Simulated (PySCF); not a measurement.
Sulfur: a sound run and one with changed settings

Sound run: S [Ne] 3s2 3p4, S+ [Ne] 3s2 3p3. Calculation: PySCF 2.14, in x2c-TZVPall (5s5p2d1f, 37 functions); the spin-free X2C one-electron Hamiltonian (Gaussian nucleus). The sound run starts from symmetry-adapted Hartree-Fock orbitals and uses a fine grid where one is needed.

Changed run: radial step 1.2 in ln r (0.13 in the sound run). This setting is unsound on purpose.

| species | method | sound run (hartree) | changed run (hartree) | converged |
| --- | --- | --- | --- | --- |
| S | UHF | -398.58439 | -398.58439 | yes |
| S | M06-L | -399.18435 | -402.43409 | yes |
| S | PBE | -399.03155 | -401.43779 | yes |
| S+ | UHF | -398.24553 | -398.24553 | yes |
| S+ | M06-L | -398.80879 | -402.13732 | yes |
| S+ | PBE | -398.64936 | -401.07751 | yes |

Ionisation energy of S:

| method | sound run (eV) | changed run (eV) |
| --- | --- | --- |
| UHF | 9.221 | 9.221 |
| M06-L | 10.220 | 8.076 |
| PBE | 10.400 | 9.804 |

A coarse radial grid mis-integrates the density and the exchange-correlation energy, with errors of either sign; Hartree-Fock needs no grid.

For comparison, NIST gives 10.360 eV between the lowest levels.
